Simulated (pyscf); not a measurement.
HBe–CH₃ (SMILES [BeH][CH3]) + CH₄ (SMILES C) → H₃C–Be–CH₃ (SMILES [CH3][Be][CH3]) + H₂ (SMILES [H][H]), a four-centre exchange (singlet surface; Be–H, C–H broken, Be–C, H–H formed). PySCF, gas phase, ωB97X-D3(BJ)/def2-SVP geometries. Energies in kcal/mol from the separated reactants.

Small-basis levels: PySCF, no dispersion term, spherical d functions. 

Question: Quick HF/6-31G* single points give ΔE‡ = 54.5 kcal/mol and ΔE = +12.1 kcal/mol. What does ωB97M-D3(BJ)/def2-TZVP give, and how far is the quick result from it?

Answer: ωB97M-D3(BJ)/def2-TZVP gives ΔE‡ = 31.8 kcal/mol and ΔE = +4.0 kcal/mol. HF/6-31G* lies 22.7 kcal/mol over it in the barrier and 8.1 kcal/mol over it in the reaction energy, so on this step it does not hold to within 3.0 kcal/mol. ωB97M-D3(BJ)/def2-TZVP has limits of its own. At the saddle there is also a short Be–H contact that neither side keeps. This is the saddle that the search found; another between the same sides may lie lower.
